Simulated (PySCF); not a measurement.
Species: C5H8.
SMILES: `CC(=C)C=C`

Torsions of this conformer, `[CH2:1]=[CH:2][C:3](=[CH2:4])[CH3:5]`: C1–C2–C3–C4 180°.

The closed-shell ground state was solved at several levels (PySCF, density fitting, gas phase, non-relativistic). Isolated species at its PBE0-D3(BJ)/def2-SVP geometry (one conformer only).

```csv
level,basis functions,total energy (Eh),HOMO (eV),LUMO (eV),gap (eV),dipole (D)
PBE/def2-SVPD,164,-194.9030,-5.75,-1.79,3.96,0.29
LC-wPBE/def2-SVPD,164,-195.0392,-9.28,1.37,10.65,0.26
PBE0/def2-TZVP,203,-195.1307,-6.70,-0.82,5.88,0.27
LDA/def2-SVPD,164,-193.3337,-5.94,-2.01,3.93,0.32
PBE0/def2-SVP,110,-194.9226,-6.63,-0.66,5.97,0.28
PBE0/pcSseg-1,125,-195.0372,-6.71,-0.78,5.93,0.29
wB97X-D/def2-SVPD,164,-195.1056,-8.49,0.91,9.40,0.28
PBE0/def2-SVPD,164,-194.9315,-6.73,-0.84,5.89,0.28
```

Estimate the row for BHandHLYP/def2-SVPD, a basis of 164 functions; the other rows only guide the guess.

Total energy -195.0452 Eh, HOMO -7.55 eV, LUMO 0.22 eV, gap 7.77 eV, dipole 0.26 D.

Over all these levels, which gives the widest orbital gap and which the narrowest?

LC-wPBE/def2-SVPD (range-separated hybrid) has the widest, 10.65 eV, and LDA/def2-SVPD (LDA) the narrowest, 3.93 eV. The two share the basis. From the narrowest to the widest the HOMO moves by -3.34 eV and the LUMO by +3.38 eV.

How much does the basis alone move the frontier levels among the 4 PBE0 rows?

The HOMO by 0.10 eV and the LUMO by 0.18 eV. By rising basis size (HOMO, LUMO in eV): def2-SVP -6.63, -0.66; pcSseg-1 -6.71, -0.78; def2-SVPD -6.73, -0.84; def2-TZVP -6.70, -0.82.

In the def2-SVPD basis, how does the gap go with the fixed share of exact exchange?

LDA (0 %) 3.93 eV; PBE (0 %) 3.96 eV; PBE0 (25 %) 5.89 eV; BHandHLYP (50 %) 7.77 eV. Each rise in the share widens the gap here.

How far do the dipole and the HOMO energy spread over the levels?

The dipole runs from 0.26 to 0.32 D (mean 0.28 D) and the HOMO from -9.28 to -5.75 eV.

Note: wB97X-D ran without an empirical dispersion term, which enters the total energy and its gradient alone.
